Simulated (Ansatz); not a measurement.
# C3H4FN: basis-set convergence

Aim: see how fast density functionals converge with the basis set for C3H4FN.

Computed with Ansatz 0.2.0, Gaussian basis. Level: one geometry, several basis sets.

Plan: PBE0-D4/def2-SVP; ωB97M-V/def2-SVP; PBE0-D4/def2-QZVPP; ωB97M-V/def2-QZVPP; the functionals' def2-TZVPP values are taken from earlier runs.

## (1) The geometry

The geometry comes from an earlier relaxation with PBE0-D4 in a triple-zeta def2 set; it is a stationary point, not always the lowest conformer.

SMILES `FC1=CCN1`, 9 atoms, charge 0, spin multiplicity 1.

Atoms are counted from 1 here; the program's logs count them from 0.

Bond lengths: F1–C2 1.313 Å, C2–C3 1.333 Å, C2–N5 1.396 Å, C3–C4 1.512 Å, C3–H6 1.076 Å, C4–N5 1.502 Å, C4–H7 1.092 Å, C4–H8 1.092 Å, N5–H9 1.016 Å. Angles: F1–C2–C3 136.4°, F1–C2–N5 123.2°, C3–C2–N5 100.2°, C2–C3–C4 86.7°, C2–C3–H6 137.0°, C4–C3–H6 135.5°, C3–C4–N5 88.0°, C3–C4–H7 115.8°, C3–C4–H8 116.7°, N5–C4–H7 112.4°, N5–C4–H8 111.4°, H7–C4–H8 110.6°, C2–N5–C4 84.8°, C2–N5–H9 116.6°, C4–N5–H9 115.7°.

Geometry (Å):

```mol
C3H4FN
  3D, bonds by distance, orders not assigned

  9  9  0  0  0  0  0  0  0  0999 V2000
    1.0741    1.3404    1.5833 F   0  0
    0.5348    0.5900    0.6503 C   0  0
    0.9751   -0.2227   -0.3101 C   0  0
   -0.4780   -0.4581   -0.6549 C   0  0
   -0.8378    0.5517    0.3976 N   0  0
    1.9204   -0.4695   -0.7602 H   0  0
   -0.8657   -1.4535   -0.4277 H   0  0
   -0.8051   -0.1358   -1.6451 H   0  0
   -1.4291    0.2111    1.1499 H   0  0
  1  2  8  0
  2  3  8  0
  3  4  8  0
  4  5  8  0
  3  6  8  0
  4  7  8  0
  4  8  8  0
  5  9  8  0
  2  5  8  0
M  END
```

## (2) PBE0-D4 in def2-SVP

Contents of in.yaml:

```yaml
crystal:
  periodic: [false, false, false]
  atoms:
    - {symbol: F, position_ang: [1.074144, 1.340369, 1.583277]}
    - {symbol: C, position_ang: [0.534787, 0.590024, 0.650269]}
    - {symbol: C, position_ang: [0.975088, -0.222702, -0.310138]}
    - {symbol: C, position_ang: [-0.478032, -0.458051, -0.654863]}
    - {symbol: N, position_ang: [-0.837821, 0.551724, 0.397609]}
    - {symbol: H, position_ang: [1.920401, -0.469545, -0.760237]}
    - {symbol: H, position_ang: [-0.865730, -1.453508, -0.427651]}
    - {symbol: H, position_ang: [-0.805149, -0.135829, -1.645116]}
    - {symbol: H, position_ang: [-1.429090, 0.211117, 1.149851]}
basis:
  gaussian: {orbitals: def2-SVP}
hamiltonian: {xc: pbe0, dispersion: d4}
output: {orbitals: {seedname: orbitals}}
```

On the command line:

```sh
ansatz run in.yaml --threads 2 --pin off --events-out ev --progress --plain --max-ram 4352MiB
```

Further steps of the session: ωB97M-V in def2-SVP; PBE0-D4 in def2-QZVPP; ωB97M-V in def2-QZVPP.

Q: Predict the results of all the runs planned. Wanted: PBE0-D4: double and triple zeta above quadruple; ωB97M-V: double and triple zeta above quadruple.

The runs gave:

| quantity | value |
| --- | --- |
| PBE0-D4: double and triple zeta above quadruple | 8.88, 0.40 eV |
| ωB97M-V: double and triple zeta above quadruple | 9.13, 0.37 eV |

PBE0-D4 gains 8.48 eV from double to triple zeta, then 0.40 eV more. These are total energies; as a rule much of such shifts cancels in differences, which this series doesn't test. The LUMO of ωB97M-V is positive and keeps falling with the basis (3.45 to 1.78 eV): an unbound level that the basis holds in place.
